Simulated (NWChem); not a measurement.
CN, doublet; SMILES [C]#N

Computed with NWChem. Spin-unrestricted. No stability test was run on the SCF state. B3LYP is NWChem's, with the RPA form of VWN correlation. Each level has its own optimisation; frequencies are unscaled.

For level B3LYP/def2-TZVP:

```
Property    Result
----------  ------
dipole (D)    1.37
```

Estimate the same quantities for level LDA (Slater exchange, VWN5)/def2-SVP.


- dipole (D) = 1.01
